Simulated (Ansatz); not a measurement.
**Relative stability**

Two isomers of CH₆AlSi (charge +1), closed shell, relaxed at PBE0-D4/def2-TZVP (vibrations not checked).

A:

```
9
angstrom
Al -0.3368 1.3681 -1.7744
C -0.2525 -1.0233 0.9122
Si 0.7881 0.3270 0.1724
H -1.2063 -0.6463 1.2839
H -1.0175 2.0540 -3.0138
H 2.0591 -0.1103 -0.4563
H 0.9986 1.5205 1.0286
H -0.4346 -1.8327 0.2039
H 0.3017 -1.4356 1.7611
```

B:

| atom | x (Å) | y (Å) | z (Å) |
| --- | --- | --- | --- |
| C1 | -0.9791 | 1.7240 | -1.1329 |
| Al2 | -0.0761 | 0.2190 | -0.3823 |
| Si3 | 1.0891 | -1.7214 | 0.5846 |
| H4 | -0.7779 | 1.7955 | -2.2066 |
| H5 | -2.0604 | 1.6336 | -0.9890 |
| H6 | -0.6429 | 2.6501 | -0.6558 |
| H7 | 2.0968 | -1.1376 | 1.4983 |
| H8 | 0.0296 | -2.4896 | 1.2765 |
| H9 | 1.6745 | -2.4256 | -0.5785 |

Computed with Ansatz 0.2.0 (basis: def2-TZVPP); correlated methods freeze the cores. B3LYP uses VWN-RPA correlation.

Task: Which structure is lower at CCSD(T), and by how much? (To be estimated.)

Result: Computed: B, by 25.4 kJ/mol (electronic energy, against the other). By their contacts, A is CH₆AlSi ([CH3][SiH2][AlH]), total charge +1 and B is CH₆AlSi ([CH3][Al][SiH3]), total charge +1.

All methods give the same order:

| method | E(B) − E(A) (kJ/mol) |
| --- | --- |
| PBE-D4 | -28.6 |
| r2SCAN-D4 | -30.0 |
| PBE0-D4 | -26.9 |
| B3LYP-D4 | -27.1 |
| wB97M-V | -25.4 |
| HF | -22.8 |
| MP2 | -25.7 |
| CCSD | -24.8 |
| CCSD(T) | -25.4 |

No T1 diagnostic of these runs exceeds 0.013.

Labels in which every atom is bracketed show which atoms are joined, not bond orders.
